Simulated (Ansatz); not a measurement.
Two isomers of C4H5F: A = `CC1=C(F)C1`, B = `CC1C=C1F`.

Program: Ansatz. Geometries: PBE0-D4/def2-TZVP. ΔE: electronic, gas phase. CCSD(T)/CBS is the MP2 limit (def2-TZVPP, def2-QZVPP) plus CCSD(T) − MP2 in def2-TZVPP, frozen cores. Functionals use def2-TZVPP.

A:

Z-matrix (Å, degrees):
```
C
C 1 1.466
H 1 1.091 2 111.2
H 1 1.094 2 110.7 3 -120.7
H 1 1.094 2 110.6 3 120.7
C 2 1.280 1 156.5 3 -0.1
C 2 1.550 1 142.3 3 179.9
F 6 1.313 2 148.6 1 -0.0
H 7 1.093 2 119.0 1 73.0
H 7 1.093 2 119.0 1 -73.1
```

B:

Z-matrix (Å, degrees):
```
C
C 1 1.509
H 1 1.094 2 110.9
H 1 1.094 2 111.1 3 119.4
H 1 1.093 2 110.9 3 -120.3
C 2 1.549 1 121.3 3 87.5
C 2 1.461 1 122.8 3 147.6
H 2 1.095 1 113.4 3 -59.6
H 6 1.075 2 144.6 1 -71.1
F 7 1.310 2 143.6 1 73.4
```

Question: Which is lower in electronic energy at CCSD(T)/CBS, and by how much? (Best estimate.)

Answer: Ansatz gave: A, by 11.0 kJ/mol.

Question: Give E(B) − E(A) in kJ/mol with PBE0-D4, LDA (SPW92), CCSD(T)/def2-SVP, PBE-D4, r2SCAN-D4, CCSD/def2-TZVPP, ωB97M-V. (Estimate.)

Answer: Computed: PBE0-D4 15.7, LDA (SPW92) 15.2, CCSD(T)/def2-SVP 12.1, PBE-D4 15.8, r2SCAN-D4 14.6, CCSD/def2-TZVPP 12.1, ωB97M-V 12.2. None reverses the order clearly.

Question: Does the order hold for the free energy at 298.15 K (harmonic terms from PBE0-D4)? (An estimate is asked.)

Answer: Computed: Yes: G(B) − G(A) = +10.8 kJ/mol.

Largest T1 diagnostic: 0.011.

Leaving LDA and LC-ωPBE aside and taking each functional with its dispersion term where it has one, the values spread over 3.6 kJ/mol, from ωB97M-V to PBE-D4.
